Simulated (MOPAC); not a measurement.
MOPAC input (PM6):

```
PM6 1SCF CHARGE=1 GEO-OK AUX(PRECISION=9) THREADS=1
CHO

C    -0.00000000 1   -0.00000000 1   -0.51434199 1
O     0.00000000 1    0.00000000 1    0.58709802 1
H    -0.00000000 1   -0.00000000 1   -1.61073223 1
```

Task: What heat of formation does the run end on, and which ionisation energy by Koopmans theorem?

Result: 183.12 kcal/mol; 23.79 eV.
